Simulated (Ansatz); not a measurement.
Results of PBEsol (Ansatz, a first-principles code, plane waves, PAW) for 1T (CdI2-type) PtS2.

Run with plane-wave cutoff 520 eV, 12×12×8 k mesh (along the axes of the cell as run), perturbation theory, force constants from a 6×6×2 q mesh, scalar-relativistic PAW data made under PBE.

Computed at the level's own relaxed cell.

```yaml
crystal:
  lattice:
    - [3.57170, 0.00000, 0.00000]
    - [-1.78585, 3.09318, 0.00000]
    - [0.00000, 0.00000, 4.76590]
  atoms:
    - { symbol: Pt, position: [0.00000, 0.00000, 0.00000] }
    - { symbol: S, position: [0.33333, 0.66667, 0.25106] }
    - { symbol: S, position: [0.66667, 0.33333, 0.74894] }
```

Harmonic phonon frequencies (cm⁻¹; i marks an imaginary mode; at Γ without the LO shift):

| q point | frequencies |
|---|---|
| Γ | 0 0 0 298 298 306 306 322 327 |
| A | 33 41 41 295 295 328 336 342 342 |
| K | 111 171 171 279 279 308 314 314 368 |

No imaginary mode appears at these points.

Note: the run warned that the k mesh is coarse for the response to a field; the cell comes from a level without a dispersion term, which matters for the spacing of layers, chains or molecules.
